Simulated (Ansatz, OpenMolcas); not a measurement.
**Worked example: the enthalpy of formation of CHNS (isothiocyanic acid)**

CHNS has 4 atoms, charge 0, and is taken as a singlet. As SMILES, `N=C=S`. The coordinates come from a PBE0-D4/def2-TZVP relaxation.

```xyz
4

N    -0.2501    0.6347   -0.4753
C     0.3063   -0.2062    0.1707
S     1.1629   -1.2372    0.9753
H    -1.2191    0.8087   -0.6707
```

Total energies at HF/def2-TZVP (OpenMolcas 26.06); the atoms run unrestricted:

| species | state | energy (Eh) |
| --- | --- | --- |
| CHNS | singlet | -490.461069 |
| N | quartet | -54.402747 |
| C | triplet | -37.692479 |
| S | triplet | -397.501955 |
| H | doublet | -0.499810 |

Harmonic wavenumbers at PBE0-D4/def2-TZVP, in cm⁻¹: 464, 502, 634, 901, 2082, 3713.

Measured heats of formation of the gaseous atoms at 298.15 K, in kJ/mol: N 472.4, C 716.9, S 277.0, H 218.0. Spin-orbit lowering of the atoms at 298 K (mean of the ground term's levels less their thermal mean, from spectra), in kJ/mol: C 0.02, S 1.88. Take 1 Eh = 2625.50 kJ/mol, 1 cm⁻¹ = 0.0119627 kJ/mol, RT = 2.479 kJ/mol.

Q: What heat of formation follows?

A: 
1. Electronic atomisation energy: (-54.402747) + (-37.692479) + (-397.501955) + (-0.499810) − (-490.461069) = 0.364078 Eh = 955.9 kJ/mol.
2. Zero-point energy: half the sum of the wavenumbers, 4148 cm⁻¹ = 49.6 kJ/mol.
3. Thermal vibrational enthalpy, Σ hcν̃/(exp(hcν̃/kT) − 1): 1.8 kJ/mol. Translation, rotation and pV of a non-linear molecule: 4 RT = 9.9 kJ/mol.
4. The 4 free atoms carry 5/2 RT each: 24.8 kJ/mol.
5. Spin-orbit coupling lowers the free atoms by 0.02 + 1.88 = 1.9 kJ/mol.
6. Atomisation enthalpy at 298 K: 955.9 − 1.9 − 49.6 − 1.8 − 9.9 + 24.8 = 917.5 kJ/mol.
7. Sum of the atoms' heats of formation: 1684.3 kJ/mol. Heat of formation: 1684.3 − 917.5 = +766.8 kJ/mol.

The tabulated value is +127.6 kJ/mol (CRC Handbook of Chemistry and Physics), so this level is off by +639.2 kJ/mol, or 41.1 % of the atomisation enthalpy. Hartree–Fock leaves out correlation, which is larger in the molecule than in the atoms, so it underbinds and puts the heat of formation too high. Anharmonicity and any spin-orbit splitting of the molecule are left out.
